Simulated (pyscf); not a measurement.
PySCF, gas phase, ωB97X-D3(BJ)/def2-SVP geometries.

### Question
For the elementary gas-phase step H₃C–CH₂–ZnH + HF → H₃C–CH₂–Zn–F + H₂ (singlet surface; H–Zn, F–H broken, F–Zn, H–H formed), what barrier and reaction energy does PBE0-D3(BJ)/def2-TZVP give, measured from the separated reactants?

### Answer
ΔE‡ = 5.1 kcal/mol, ΔE = -16.9 kcal/mol. ωB97M-D3(BJ)/def2-TZVP gives 7.3 kcal/mol and -17.2 kcal/mol. Zero-point energy shifts the barrier by -0.3 kcal/mol. It is a four-centre exchange, with an imaginary mode of 927i cm⁻¹. On the reactant side the descent ends in a complex, 5.1 kcal/mol under the separated species and 11.2 kcal/mol under the saddle at ωB97X-D3(BJ)/def2-TZVP. At the saddle there is also a short H–Zn contact that neither side keeps. This is the saddle that the search found; another between the same sides may lie lower. Elements up to Kr have no core potential and no relativistic terms here.
